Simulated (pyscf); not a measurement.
Structures and frequencies: ωB97X-D3(BJ)/def2-SVP in PySCF. MP2 and CC: frozen core, UHF for open shells. ΔMP2 is the change of the MP2 total energy from the triple- to the quadruple-zeta basis.

SMILES: [NH2][Zr](=[O])[Cl]
```xyz
6

N      0.1957    -0.4143     0.9661
Zr     0.3348     0.6104    -0.7901
O      1.3592     1.9989    -0.6065
Cl    -1.0346     0.2577    -2.7514
H     -0.3787    -1.2344     1.1629
H      0.6697    -0.1581     1.8320
```

Task: What is the homolytic dissociation enthalpy (298 K, CCSD(T)/def2-TZVPP + ΔMP2(QZVPP)) of the N–Zr bond of H₂N–Zr(=O)–Cl, to NH₂• + [O=Zr–Cl]•?

Result: N–Zr to NH₂• + [O=Zr–Cl]•: 102.8 kcal/mol. The radicals are drawn with the spin at the cut bond; how far it spreads was not checked. The CCSD(T) − MP2 part came from Ansatz, without density fitting, on the same reference. The frozen core leaves the outer d or s,p core shells of the metals and heavy elements correlated in the MP2 and CC values, and def2-TZVPP describes them poorly, which can shift differences by a few kcal/mol. Open-shell species with a d-block atom are single-reference here; other states, and whether the spin sits on metal or ligand, were not checked. Elements past Kr carry the def2 core potentials, without spin-orbit coupling.
